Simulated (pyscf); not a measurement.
A first-order saddle from PySCF, ωB97X-D3(BJ)/def2-SVP:

```xyz
9

C      0.1617    -0.2296    -0.5166
C     -0.7640    -0.3295     0.6668
Cl    -1.0414     1.4771     1.4016
H     -0.2679     0.4111    -1.3012
H      0.3327    -1.2322    -0.9465
H      1.1361     0.1880    -0.2220
H     -1.7829    -0.6577     0.4269
H     -0.3584    -0.8842     1.5220
H     -1.2494     3.0009     1.9846
```
Charge 0, spin multiplicity 2.

Surface: doublet, charge 0. Lowest wavenumbers (cm⁻¹): 1140i, 206, 212, 241, 284.

**Question.** Which two sides does it connect, and which bonds change?

**Answer.** H₃C–CH₂–Cl + H• ⇌ •H₂C–CH₃ + HCl, an atom transfer read from left to right: C–Cl broken and Cl–H formed. At CCSD(T)/def2-TZVPP + ΔMP2(QZVPP) it lies +0.42 eV from the left side and +1.25 eV from the right (each side as separated species at their lowest minima found). One saddle was located; it need not be the lowest between these sides. The angle at the transferred Cl is 179°. The CCSD(T) − MP2 part came from Ansatz, without density fitting, on the same reference.
